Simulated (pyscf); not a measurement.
Single points on ωB97X-D3(BJ)/def2-SVP structures (PySCF, gas phase).

Problem. PBE/def2-TZVP puts the barrier of `[O]=[Ti]([OH])[OH]` + `[NH3]` → `[NH2][Ti]([OH])([OH])[OH]` (addition across a multiple bond or ene-type step; singlet surface; H–N broken, H–O, N–Ti formed) at -0.46 eV and the reaction energy at -1.39 eV, from the separated reactants. What do r²SCAN/def2-TZVP, M06-2X/def2-TZVP, ωB97M-D3(BJ)/def2-TZVP give on the same structures?

Solution. r²SCAN: ΔE‡ = -0.55 eV, ΔE = -1.59 eV; M06-2X: ΔE‡ = -0.60 eV, ΔE = -1.82 eV; ωB97M-D3(BJ): ΔE‡ = -0.35 eV, ΔE = -1.50 eV. PBE's barrier lies among them. Its reaction energy lies over all of them, by 0.11 to 0.43 eV. On the reactant side the descent ends in an adduct with a N–Ti contact, 1.72 eV under the separated species and 1.29 eV under the saddle at ωB97X-D3(BJ)/def2-TZVP. At PBE, r²SCAN, M06-2X, ωB97M-D3(BJ) the saddle lies under the separated reactants, which points to a path from their complex (located at ωB97X-D3(BJ) alone). What is counted as formed (N–Ti) is already present as a longer contact in the reactant adduct; forming that adduct is a step of its own. At the saddle there is also a short H–Ti contact that neither side keeps. One saddle was located; it need not be the lowest between these sides.
